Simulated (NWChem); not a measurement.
**Correlation energy of CHO (+1)**

```
C
O 1 1.1185
H 1 1.1190 2 180.00
```
Charge +1, spin multiplicity 1.

All runs are NWChem calculations. The geometry was optimised at PBE/def2-SVP, a minimum by its harmonic frequencies.

Basis set: def2-TZVP. Each correlation energy counts from its own Hartree-Fock reference.

The correlated methods keep 2 core orbitals frozen. The structure started from a generated list of species. No row is a measurement; the coupled-cluster row has its own basis-set and correlation limits.

```csv
method,correlation energy (mHa)
CCSD+T(CCSD),-383.1
CR-CCSD(T),-378.1
SCS-MP2,-357.8
MP2,[?]
CR-CCSD[T],[?]
CCSD(T),-381.2
CCSD,[?]
```

Task: Fill in the missing entries.

Result: 
- MP2, correlation energy (mHa): -363.6
- CR-CCSD[T], correlation energy (mHa): -379.6
- CCSD, correlation energy (mHa): -364.0
